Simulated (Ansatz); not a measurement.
Geometry optimisation, RKS PBE/def2-SVP in Ansatz 0.2.0.

Input:

```yaml
crystal:
  periodic: [false, false, false]
  atoms:
    - { symbol: O, position_ang: [-1.51541, -1.27361, 0.77098] }
    - { symbol: C, position_ang: [-0.52588, -0.66826, 0.31601] }
    - { symbol: C, position_ang: [0.71401, -0.54681, -0.11551] }
    - { symbol: C, position_ang: [-0.071, 0.72778, -0.13122] }
    - { symbol: H, position_ang: [1.68415, -0.92456, -0.36003] }
    - { symbol: H, position_ang: [0.13431, 1.52401, 0.60288] }
    - { symbol: H, position_ang: [-0.42019, 1.16144, -1.08311] }
total_charge: -1
basis:
  gaussian: { orbitals: def2-SVP }
hamiltonian:
  xc: pbe
relax:
  f_tol: 0.02
  max_steps: 50
output:
  orbitals: {}
```

Launched with:

```bash
$ ansatz run input.yaml --threads 1 --pin off --max-ram 2048MiB --backend cpu --events-out ev --progress --plain --runs-dir out
```

Problem. Where does it end, and by what steps?

Solution. It converged. Limits of this set-up: an anion without diffuse functions, the dipole of an ion depends on the origin. After 5 steps the energy has fallen by 0.088 eV; H5 moved furthest, 0.05 Å.

| step | energy less start (eV) | largest force component (eV/Å) | accepted |
| --- | --- | --- | --- |
| 0 | 0.0000 | 1.573 | yes |
| 1 | -0.0784 | 0.596 | yes |
| 2 | -0.0874 | 0.165 | yes |
| 3 | -0.0880 | 0.090 | yes |
| 4 | -0.0875 | 0.119 | no |
| 5 | -0.0884 | 0.010 | yes |

```xyz
7
Properties=species:S:1:pos:R:3
O -1.537 -1.287 0.781
C -0.541 -0.684 0.325
C 0.728 -0.551 -0.120
C -0.057 0.738 -0.138
H 1.724 -0.957 -0.365
H 0.124 1.555 0.617
H -0.441 1.187 -1.099
```

Whether the end is a true minimum wasn't checked by a vibrational analysis.

The run took 12 s on 1 thread of Intel(R) Xeon(R) Processor @ 2.70GHz, with other jobs on the host, peak memory 0.13 GiB.
